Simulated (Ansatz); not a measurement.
Geometry optimisation, RKS PBE/def2-SVP (Ansatz 0.2.0).

Input file:

```yaml
crystal:
  periodic: [false, false, false]
  atoms:
    - { symbol: Si, position_ang: [0.407825, -0.238409, -0.469997] }
    - { symbol: O, position_ang: [-0.690749, -0.389172, 2.189237] }
    - { symbol: H, position_ang: [-1.118599, -1.23581, 2.419135] }
    - { symbol: H, position_ang: [1.063461, -0.187528, -1.830765] }
    - { symbol: H, position_ang: [0.557183, 1.127302, 0.134304] }
    - { symbol: H, position_ang: [-1.042437, -0.545096, -0.707247] }
    - { symbol: Si, position_ang: [1.414192, -1.830954, 0.777855] }
    - { symbol: H, position_ang: [0.461217, -2.926092, 1.187784] }
    - { symbol: H, position_ang: [2.551368, -2.509493, 0.053025] }
    - { symbol: H, position_ang: [2.016574, -1.269721, 2.047963] }
    - { symbol: H, position_ang: [0.167564, -0.443926, 2.680307] }
basis:
  gaussian: { orbitals: def2-SVP }
hamiltonian:
  xc: pbe
relax:
  f_tol: 0.03
  max_steps: 50
```

Launched with:

```bash
$ ansatz run input.yaml --threads 2 --pin off --max-ram 3072MiB --backend cpu --events-out ev --progress --plain --runs-dir out
```

**Question.** Where does it end, and by what steps?

**Answer.** It converged. The force dipped under the threshold on the way, but the program's further checks kept it going. After 7 steps the energy has fallen by 0.089 eV; H11 moved furthest, 0.38 Å.

| step | energy less start (eV) | largest force component (eV/Å) | accepted |
| --- | --- | --- | --- |
| 0 | 0.0000 | 0.915 | yes |
| 1 | -0.0758 | 0.495 | yes |
| 2 | -0.0718 | 0.850 | no |
| 3 | -0.0863 | 0.148 | yes |
| 4 | -0.0892 | 0.017 | yes |
| 5 | -0.0885 | 0.141 | no |
| 6 | -0.0893 | 0.075 | yes |
| 7 | -0.0895 | 0.001 | yes |

```xyz
11
Properties=species:S:1:pos:R:3
Si 0.420 -0.214 -0.522
O -0.754 -0.392 2.230
H -1.089 -1.290 2.411
H 1.046 -0.172 -1.896
H 0.604 1.142 0.098
H -1.041 -0.514 -0.703
Si 1.477 -1.885 0.762
H 0.504 -2.953 1.196
H 2.569 -2.583 -0.011
H 2.121 -1.314 2.001
H -0.070 -0.273 2.916
```

Whether the end is a true minimum wasn't checked by a vibrational analysis.

Time of the run: 12 s on 2 threads of Intel(R) Xeon(R) Platinum 8259CL CPU @ 2.50GHz (Skylake/Cascade Lake), with other jobs on the host, peak memory 0.14 GiB.
